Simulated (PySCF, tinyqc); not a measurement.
Starting guesses with DIIS over 6 matrices: SCF starting guesses in the sto-3g basis, for N2, spin multiplicity 1. Computed by the program tinyqc with PySCF. RHF with one setting changed at a time; a run stops when the energy changes by less than 1e-09 hartree and the error matrix is below 1e-5. Starts: the lowest orbitals of the core Hamiltonian, of the Wolfsberg-Helmholz matrix (K = 1.75), projected atomic densities, random orbitals, and the highest orbitals of the core Hamiltonian (a deliberately bad start).

Geometry (angstrom):
```
atom,x,y,z
N,0.0000,0.0000,0.0000
N,0.0000,0.0000,2.1920
```

lowest restricted solution found by these runs and by PySCF = -107.009146 hartree

Largest element of the error matrix X^T (FDS - SDF) X:
```
iteration,core,Wolfsberg-Helmholz,atomic densities,random,highest core orbitals
1,7.1e-01,2.8e-01,1.5e-01,8.2e+00,2.7e-01
2,1.7e-01,1.3e-01,1.5e-02,3.0e-01,1.4e-01
3,2.1e-02,1.1e-02,3.9e-03,1.2e+00,2.5e-02
4,4.4e-04,2.6e-04,2.0e-05,1.0e-01,7.4e-03
5,1.1e-06,9.0e-06,1.3e-07,6.7e-02,9.2e-05
6,2.0e-07,4.2e-06,8.0e-11,5.4e-02,2.4e-07
8,-,-,-,1.4e-01,-
10,-,-,-,2.3e-01,-
14,-,-,-,3.2e-02,-
20,-,-,-,1.8e-02,-
30,-,-,-,2.6e-04,-
45,-,-,-,9.6e-05,-
60,-,-,-,2.8e-05,-
```

How each run ends:
```
run,iterations,E (hartree),state
core,6,-106.794388,higher
Wolfsberg-Helmholz,6,-106.756126,higher
atomic densities,6,-106.756126,higher
random,>60,-106.896235,"falls in a zigzag, on average by a factor of about 0.85 a step"
highest core orbitals,7,-106.756126,higher
```

What does the comparison show, and why?

No run reaches the lowest restricted solution found. Ending on a higher stationary point: core, Wolfsberg-Helmholz, atomic densities, highest core orbitals; a small error matrix cannot reveal that, and an occupation fixed by the start is kept by symmetry or by the shape of the basin. Not converged: random. The first errors are 7e-01, 3e-01, 1e-01, 8e+00, 3e-01. The restricted reference is unstable here: a spin-polarised solution lies 0.5204 hartree lower (PySCF), so results built on it describe a poor reference.
